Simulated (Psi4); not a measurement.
# A workflow on BHClO (SMILES O[B]Cl)

Aim: a structure relaxation (UPBE0-D3(BJ)/def2-TZVP), then vibrational wavenumbers, then the excited states (TD-PBE0/def2-TZVP) of BHClO. 

Program for the calculation: Psi4 1.11.

## 1. The structure to begin with

The species is BHClO (4 atoms), meant as a doublet with charge 0. As SMILES, `O[B]Cl`. All atoms were displaced at random from a relaxed shape. The run starts from this shape.

Bond lengths: O1–B2 1.266 Å, B2–Cl3 1.804 Å, O1–H4 1.076 Å. Angles: O1–B2–Cl3 117.3°, B2–O1–H4 117.5°.

## 2. A structure relaxation at UPBE0-D3(BJ)/def2-TZVP (density fitting) (run 1)

input.inp reads:

```
memory 1.6 GB

molecule m {
  0 2
  O      0.468284     0.141176    -0.590893
  B     -0.449881     0.142551     0.280418
  Cl    -0.544763    -1.280750     1.384574
  H      0.578885     1.023274    -1.197799
}

set {
  basis def2-TZVP
  reference uks
  geom_maxiter 60
}

e, wfn = opt('pbe0-d3bj2b', return_wfn=True)
print_variables()
```

The run is started by

```console
psi4 input.inp input.out -n 1
```

input.out:

```text
[...]
  Running in c1 symmetry.
[...]
  Nuclear repulsion =   76.680698808694657
[...]
  Multiplicity = 2
[...]
  Nalpha       = 16
  Nbeta        = 15
[...]
    Number of basis functions: 105
[...]
   @DF-UKS iter   1:  -560.49130278140785   -2.53172e-01   6.70792e-03 DIIS/ADIIS
[...]
   @DF-UKS iter   6:  -560.68443450376378   -2.61480e-12   8.68884e-09 DIIS
[...]
   @S^2 Observed:                7.527949102E-01
[...]
    Orbital Energies [Eh]
    ---------------------
    Alpha Occupied:
       1A   -101.710279     2A    -19.262794     3A     -9.537728
       4A     -7.270034     5A     -7.264898     6A     -7.264118
       7A     -6.874800     8A     -1.100706     9A     -0.869479
      10A     -0.618343    11A     -0.477372    12A     -0.465790
      13A     -0.428552    14A     -0.359926    15A     -0.354075
      16A     -0.227006
    Alpha Virtual:
      17A     -0.022753    18A      0.023438    19A      0.090743
      20A      0.102316    21A      0.124263    22A      0.131355
      23A      0.167199    24A      0.264132    25A      0.291978
[...]
  @DF-UKS Final Energy:  -560.68443450376378
   => Energetics <=
    Nuclear Repulsion Energy =             76.7041300447808823
    One-Electron Energy =                -924.9198704961395379
    Two-Electron Energy =                 318.5539311286800626
    DFT Exchange-Correlation Energy =     -31.0208298493354313
    Empirical Dispersion Energy =          -0.0017953317497137
    VV10 Nonlocal Energy =                  0.0000000000000000
    Total Energy =                       -560.6844345037637822
[...]
 Multipole Moments:
 ------------------------------------------------------------------------------------
     Multipole            Electronic (a.u.)      Nuclear  (a.u.)        Total (a.u.)
 ------------------------------------------------------------------------------------
 L = 1.  Multiply by 2.5417464519 to convert [e a0] to [Debye]
 Dipole X            :         -1.0361423            1.1752765            0.1391342
 Dipole Y            :         -0.7999626            1.3895471            0.5895845
 Dipole Z            :          1.5113622           -2.0377835           -0.5264212
 Magnitude           :                                                    0.8025507
[...]
  -Total Gradient:
     Atom            X                  Y                   Z
    ------   -----------------  -----------------  -----------------
       1        0.000010499458    -0.000034126251     0.000013108116
       2        0.000031915284    -0.000021605534    -0.000015456205
       3        0.000011000844     0.000003246895    -0.000012586408
       4        0.000024181544    -0.000014865669    -0.000012876484
[...]
    Final optimized geometry and variables:
    Molecular point group: c1
    Full point group: C1
    Geometry (in Angstrom), charge = 0, multiplicity = 2:
    O            0.784208730651     0.789145468642    -1.267112157542
    B           -0.165880002089     0.727780755901    -0.332206515459
    CL          -0.328386948102    -0.636124282697     0.735668232060
    H            0.760237830766     1.597361950134    -1.786778684361
  Variable Map:
  ----------------------------------------------------------------------------
  "CURRENT ENERGY"                           =>    -560.684434503764
  "CURRENT REFERENCE ENERGY"                 =>    -560.684434503764
  "DD SOLVATION ENERGY"                      =>       0.000000000000
  "DFT FUNCTIONAL TOTAL ENERGY"              =>    -560.682639172014
[...]
```

On the terminal:

```text
Optimizer: Optimization complete!
```

Run time: 36 s. Hardware: 1 thread of Intel Xeon 6975P-C (Granite Rapids), shared host; peak memory 0.52 GiB.

Steps, from the record of the run:

```
step  energy from the first frame kept (eV)  largest force (eV/Å)
   0                                 0.0000                6.7394
   1                                -0.4108                1.3550
   2                                -0.4341                0.3806
   3                                -0.4368                0.1760
   4                                -0.4373                0.0718
   5                                -0.4373                0.0331
   6                                -0.4373                0.0021
```

After the run. Bond lengths: O1–B2 1.334 Å, B2–Cl3 1.740 Å, O1–H4 0.961 Å. Angles: O1–B2–Cl3 122.2°, B2–O1–H4 113.6°.

## 3. Vibrational wavenumbers at UPBE0-D3(BJ)/def2-TZVP (density fitting) (run 2)

calc.dat reads:

```
memory 1600 MB

molecule mol {
  0 2
  O      0.531290     0.155182    -0.618571
  B     -0.418799     0.093817     0.316335
  Cl    -0.581305    -1.270088     1.384210
  H      0.507319     0.963398    -1.138237
  units angstrom
}

set basis def2-TZVP
set reference uks
set t 600.0
set rotational_symmetry_number 1

E, wfn = frequencies("pbe0-d3(bj)", return_wfn=True)
print_variables()
```

The run is started by

```console
psi4 -i calc.dat -o calc.out -n 1
```

calc.out:

```text
[...]
  Running in c1 symmetry.
[...]
  Nuclear repulsion =   76.704124572533232
[...]
  Multiplicity = 2
[...]
  Nalpha       = 16
  Nbeta        = 15
[...]
    Number of basis functions: 105
[...]
   @DF-UKS iter   1:  -560.51569365788851   -2.40141e-01   6.61252e-03 ADIIS/DIIS
[...]
   @DF-UKS iter  13:  -560.68443228053866   -4.32010e-12   4.26327e-09 DIIS
[...]
   @S^2 Observed:                7.527949546E-01
[...]
    Orbital Energies [Eh]
    ---------------------
    Alpha Occupied:
       1A   -101.710252     2A    -19.262875     3A     -9.537699
       4A     -7.270006     5A     -7.264869     6A     -7.264090
       7A     -6.874767     8A     -1.100352     9A     -0.869436
      10A     -0.618157    11A     -0.477230    12A     -0.465735
      13A     -0.428480    14A     -0.359884    15A     -0.354036
      16A     -0.226929
    Alpha Virtual:
      17A     -0.022711    18A      0.023147    19A      0.090766
      20A      0.102288    21A      0.124229    22A      0.131376
      23A      0.167125    24A      0.264157    25A      0.292005
[...]
  @DF-UKS Final Energy:  -560.68443228053866
   => Energetics <=
    Nuclear Repulsion Energy =             76.6936986386244826
    One-Electron Energy =                -924.9015185639150332
    Two-Electron Energy =                 318.5454798755164916
    DFT Exchange-Correlation Energy =     -31.0202971273107124
    Empirical Dispersion Energy =          -0.0017951034537676
    VV10 Nonlocal Energy =                  0.0000000000000000
    Total Energy =                       -560.6844322805385445
[...]
 Multipole Moments:
 ------------------------------------------------------------------------------------
     Multipole            Electronic (a.u.)      Nuclear  (a.u.)        Total (a.u.)
 ------------------------------------------------------------------------------------
 L = 1.  Multiply by 2.5417464519 to convert [e a0] to [Debye]
 Dipole X            :         -1.0358503            1.1752764            0.1394260
 Dipole Y            :         -0.7997194            1.3895470            0.5898276
 Dipole Z            :          1.5118936           -2.0402880           -0.5283944
 Magnitude           :                                                    0.8040752
[...]
  -Total Gradient:
     Atom            X                  Y                   Z
    ------   -----------------  -----------------  -----------------
       1       -0.000015183574    -0.001114058164     0.000806256880
       2        0.000042326488    -0.000113165176     0.000070558723
       3       -0.000014847170    -0.000006664302    -0.000009656815
       4        0.000065541640     0.001166577800    -0.000895165299
[...]
  ==> Harmonic Vibrational Analysis <==
[...]
  Freq [cm^-1]                 377.6401            531.9173            742.5690
[...]
  IR activ [km/mol]             3.2682             92.8801             139.4806
[...]
  Freq [cm^-1]                1039.2141           1369.8038           3881.8942
[...]
  IR activ [km/mol]            131.2372            295.8727            165.2090
[...]
  Total E_0, Enthalpy at 0 [K]                                                         -560.66633893 [Eh]
[...]
  Total H, Enthalpy at  600.00 [K]                                                     -560.65527420 [Eh]
[...]
  Total G, Gibbs energy at  600.00 [K]                                                 -560.72538262 [Eh]
[...]
```

Standard output:

```text
Warning: used thermodynamics relations inappropriate for low-frequency modes: ['377.6401' '531.9173']
```

It took 2 min on 1 thread of Intel Xeon 6975P-C (Granite Rapids), shared host; peak memory 0.51 GiB.

## 4. The excited states at TD-PBE0/def2-TZVP (density fitting, save jk yes) (run 3)

bclho.dat reads:

```
memory 1600 MB

molecule {
  0 2
  O      0.531290     0.155182    -0.618571
  B     -0.418799     0.093817     0.316335
  Cl    -0.581305    -1.270088     1.384210
  H      0.507319     0.963398    -1.138237
  units angstrom
  symmetry c1
}

set basis def2-TZVP
set reference uks
set save_jk true

from psi4.driver.procrouting.response.scf_response import tdscf_excitations
e_tot, wfn = energy('pbe0', return_wfn=True)
states = tdscf_excitations(wfn, states=4, tda=False)
```

The run is started by

```console
psi4 -i bclho.dat -o bclho.out -n 1
```

bclho.out:

```text
[...]
  Running in c1 symmetry.
[...]
  Nuclear repulsion =   76.704124572533232
[...]
  Multiplicity = 2
[...]
  Nalpha       = 16
  Nbeta        = 15
[...]
    Number of basis functions: 105
[...]
   @DF-UKS iter   1:  -560.51389832599557   -2.40141e-01   6.61252e-03 DIIS/ADIIS
[...]
   @DF-UKS iter   9:  -560.68263916793956   -4.15273e-08   5.03563e-07 DIIS
[...]
   @S^2 Observed:                7.527935033E-01
[...]
    Orbital Energies [Eh]
    ---------------------
    Alpha Occupied:
       1A   -101.710278     2A    -19.262793     3A     -9.537728
       4A     -7.270034     5A     -7.264897     6A     -7.264118
       7A     -6.874796     8A     -1.100703     9A     -0.869479
      10A     -0.618339    11A     -0.477370    12A     -0.465789
      13A     -0.428551    14A     -0.359926    15A     -0.354076
      16A     -0.227006
    Alpha Virtual:
      17A     -0.022750    18A      0.023440    19A      0.090743
      20A      0.102317    21A      0.124264    22A      0.131357
      23A      0.167200    24A      0.264133    25A      0.291979
[...]
  @DF-UKS Final Energy:  -560.68263916793956
   => Energetics <=
    Nuclear Repulsion Energy =             76.7041245725332317
    One-Electron Energy =                -924.9198058523038526
    Two-Electron Energy =                 318.5538699875148154
    DFT Exchange-Correlation Energy =     -31.0208278756838283
    Empirical Dispersion Energy =           0.0000000000000000
    VV10 Nonlocal Energy =                  0.0000000000000000
    Total Energy =                       -560.6826391679396693
[...]
 Multipole Moments:
 ------------------------------------------------------------------------------------
     Multipole            Electronic (a.u.)      Nuclear  (a.u.)        Total (a.u.)
 ------------------------------------------------------------------------------------
 L = 1.  Multiply by 2.5417464519 to convert [e a0] to [Debye]
 Dipole X            :         -1.0360968            1.1752764            0.1391796
 Dipole Y            :         -0.7999800            1.3895470            0.5895670
 Dipole Z            :          1.5113313           -2.0377835           -0.5264522
 Magnitude           :                                                    0.8025660
[...]
**********                               WARNING                                **********
**********       The names of excited state variables changed between 1.5       **********
[...]
**********                               WARNING                                **********
**********  Length-gauge rotatory strengths are **NOT** gauge-origin invariant  **********
[...]
                                    Excitation Energy         Total Energy        Oscillator Strength             Rotatory Strength
[...]
Excited State    1 (1 A):   0.12308 au   370.20 nm f = 0.0146
[...]
Excited State    2 (1 A):   0.19477 au   233.93 nm f = 0.0211
[...]
Excited State    3 (1 A):   0.22476 au   202.72 nm f = 0.0098
[...]
Excited State    4 (1 A):   0.22527 au   202.27 nm f = 0.0017
[...]
**********                               WARNING                                **********
**********       The names of excited state variables changed between 1.5       **********
[...]
```

Run time: 30 s. Hardware: 1 thread of Intel Xeon 6975P-C (Granite Rapids), shared host; peak memory 0.46 GiB.

The roots found:

```
excited state  energy (eV)  strength  label
            1        3.349    0.0146    A 1
            2        5.300    0.0211    A 1
            3        6.116    0.0098    A 1
            4        6.130    0.0017    A 1
```

## 5. Results

| quantity | value |
| --- | --- |
| run 1, UPBE0-D3(BJ)/def2-TZVP: total energy at the end | -560.68443 Eh |
| run 1, UPBE0-D3(BJ)/def2-TZVP: dipole moment | 2.04 D |
| run 1, UPBE0-D3(BJ)/def2-TZVP: HOMO energy (highest over α and β) | -6.18 eV |
| run 1, UPBE0-D3(BJ)/def2-TZVP: LUMO energy (lowest over α and β) | -1.67 eV |
| run 1, UPBE0-D3(BJ)/def2-TZVP: dispersion energy | -4.71 kJ/mol |
| run 1, UPBE0-D3(BJ)/def2-TZVP: ⟨S²⟩ | 0.753 |
| run 2, UPBE0-D3(BJ)/def2-TZVP: lowest harmonic wavenumber | 378 cm⁻¹ |
| run 2, UPBE0-D3(BJ)/def2-TZVP: highest harmonic wavenumber | 3882 cm⁻¹ |
| run 2, UPBE0-D3(BJ)/def2-TZVP: zero-point energy | 47.5 kJ/mol |
| run 2, UPBE0-D3(BJ)/def2-TZVP: ideal-gas entropy at 600 K (symmetry number 1 as used) | 73.3 cal/(mol K) |
| run 3, TD-PBE0/def2-TZVP: ground-state or mean-field energy | -560.68264 Eh |
| run 3, TD-PBE0/def2-TZVP: dipole moment (PBE0 Kohn–Sham density) | 2.04 D |
| run 3, TD-PBE0/def2-TZVP: HOMO energy (PBE0 Kohn–Sham orbitals) (highest over α and β) | -6.18 eV |
| run 3, TD-PBE0/def2-TZVP: LUMO energy (PBE0 Kohn–Sham orbitals) (lowest over α and β) | -1.67 eV |
| run 3, TD-PBE0/def2-TZVP: ⟨S²⟩ of the reference determinant | 0.753 |
| run 3, TD-PBE0/def2-TZVP: lowest excitation energy | 3.35 eV |

What this shows: The optimisation (run 1, UPBE0-D3(BJ)/def2-TZVP) took 7 steps and changed the energy by -0.437 eV. All 6 modes (run 2, UPBE0-D3(BJ)/def2-TZVP) are real, so the shape is a minimum at this level. The brightest of the 4 transitions from the ground state lies at 5.30 eV (234 nm, f = 0.021); the lowest, at 3.35 eV, has f = 0.015.
